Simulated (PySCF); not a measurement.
## Name the molecule from its bond curve

A diatomic of charge 0 contains N. Its doublet curve at PBE in a double-zeta basis (no relativity, PySCF), in eV from the separated fragments:

(R (Å), E (eV)): (1.294, -3.276), (1.355, -4.417), (1.415, -5.070), (1.460, -5.325), (1.505, -5.428), (1.550, -5.414), (1.610, -5.261), (1.686, -4.921), (1.776, -4.384), (1.896, -3.596)

The fit gives ωe = 1202 cm⁻¹ and the rotational constant Bₑ = 0.7483 cm⁻¹.

Q: Which atom is the partner?

A: The minimum lies at 1.521 Å, so the reduced mass is 16.8576 u Å² cm⁻¹/(Bₑ·Re²) = 9.738 u. With N at 14.00 u the partner weighs about 32.0 u: S. The molecule is SN.

The state was picked by a PBE0 search and need not be the measured ground state.
